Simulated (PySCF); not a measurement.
**NO2 (nitrogen dioxide): UCCSDT/STO-6G**

Aim: the vertical ionisation energy of NO2 (nitrogen dioxide) at UCCSDT/STO-6G, from 2 runs. The job is set up through a Python script.

The results are computed with PySCF 2.14.0.

17 further runs of the same task are left out: 7 that didn't finish, 10 set aside as unsound or not needed.

### Step 1. The system as given

NO2: 3 atoms, total charge 0, spin state doublet. As SMILES, `[O]N=O`. Geometry: relaxed at PBE0-D4/def2-TZVP.

Bond lengths: O1–N2 1.183 Å, N2–O3 1.183 Å. Angles: O1–N2–O3 134.8°.

### Step 2. A single-point energy at UCCSDT/STO-6G

File job.py:

```python
from pyscf import gto, scf, cc

mol = gto.Mole()
mol.atom = 'O 0.209760 -1.082190 0.000620; N -0.265470 -0.009110 -0.145890; O 0.055690 1.091300 0.145270'
mol.max_memory = 1860
mol.basis = 'sto-6g'
mol.verbose = 3
mol.spin = 1
mol.build()

myscf = scf.UHF(mol)
myscf.conv_tol = 1e-10
myscf.kernel()
if not myscf.converged:
    myscf = myscf.newton().run(myscf.mo_coeff, myscf.mo_occ)

mycc = cc.CCSDT(myscf, frozen=3)
mycc.kernel()
etot = mycc.e_tot
print('E = %.10f Eh' % etot)
```

The run is started by

```bash
$ OMP_NUM_THREADS=1 python job.py
```

The log of the run:

```text
converged SCF energy = -203.208383544819  <S^2> = 0.7614076  2S+1 = 2.0113753
_make_eris_incore_UCCSDT

WARN: A large `blksize_v_aaa` is being used, which may cause large memory consumption
      for storing contraction intermediates. If memory is sufficient, consider using
      `pyscf.cc.uccsdt_highm.UCCSDT` instead.

WARN: A large `blksize_v_aab` is being used, which may cause large memory consumption
      for storing contraction intermediates. If memory is sufficient, consider using
      `pyscf.cc.uccsdt_highm.UCCSDT` instead.

UCCSDT converged
E(UCCSDT) = -203.426798051009   E_corr = -0.2184145061897839
E_corr(same-spin) = -0.0552246417493689
E_corr(oppo-spin) = -0.163189864440415
E = -203.4267980510 Eh
```

It took 2 s on 1 thread of Arm Neoverse V1, shared host; peak memory 0.1 GiB.

### Step 3. The singlet cation at the same level

File calc.py:

```python
from pyscf import gto, scf, cc

mol = gto.Mole()
mol.atom = 'O 0.209760 -1.082190 0.000620; N -0.265470 -0.009110 -0.145890; O 0.055690 1.091300 0.145270'
mol.charge = 1
mol.verbose = 3
mol.spin = 0
mol.max_memory = 1860
mol.basis = 'sto-6g'
mol.build()

hf = scf.RHF(mol)
hf.conv_tol = 1e-10
hf.kernel()
if not hf.converged:
    hf = hf.newton().run(hf.mo_coeff, hf.mo_occ)

mycc = cc.CCSDT(hf, frozen=3)
mycc.kernel()
e_final = mycc.e_tot
print('Final energy', e_final)
```

The run is started by

```bash
$ OMP_NUM_THREADS=1 python calc.py
```

The log of the run:

```text
converged SCF energy = -202.846331469646
_make_eris_incore_RCCSDT

WARN: A large `blksize` is being used, which may cause large memory consumption
      for storing contraction intermediates. If memory is sufficient, consider using
      `pyscf.cc.rccsdt_highm.RCCSDT` instead.

RCCSDT converged
E(RCCSDT) = -203.1557240055502   E_corr = -0.3093925359038417
E_corr(same-spin) = -0.0677524629098587
E_corr(oppo-spin) = -0.241640072993983
Final energy -203.15572400555016
```

Wall time 1.2 s (1 thread of Arm Neoverse V1, shared host); peak memory 0.1 GiB.

### Step 4. Outcome

Level: UCCSDT/STO-6G, 3 core orbitals frozen.

```
                                                               quantity          value
                                              doublet NO2: total energy  -203.42680 Eh
                      doublet NO2: dipole moment (Hartree–Fock density)         0.25 D
doublet NO2: HOMO energy (Hartree–Fock orbitals) (highest over α and β)       -9.89 eV
 doublet NO2: LUMO energy (Hartree–Fock orbitals) (lowest over α and β)        4.88 eV
               doublet NO2: correlation energy (3 core orbitals frozen)     -218.4 mEh
                         doublet NO2: ⟨S²⟩ of the reference determinant          0.761
                                             doublet NO2: T1 diagnostic          0.022
                                           singlet cation: total energy  -203.15572 Eh
                    singlet cation: HOMO energy (Hartree–Fock orbitals)      -23.20 eV
                    singlet cation: LUMO energy (Hartree–Fock orbitals)       -9.55 eV
                  singlet cation: HOMO–LUMO gap (Hartree–Fock orbitals)       13.65 eV
            singlet cation: correlation energy (3 core orbitals frozen)     -309.4 mEh
                                          singlet cation: T1 diagnostic          0.025
                     vertical ionisation energy (to the singlet cation)       7.376 eV
```

**Reading.** The vertical ionisation energy comes to 7.38 eV (712 kJ/mol). Only the singlet of the ionised species was computed; a triplet could lie lower. In a minimal basis such a difference can be off by several eV, whatever the method. The T1 diagnostic (singlet cation) of 0.025 is above the customary mark for such species, so a single reference may not serve.
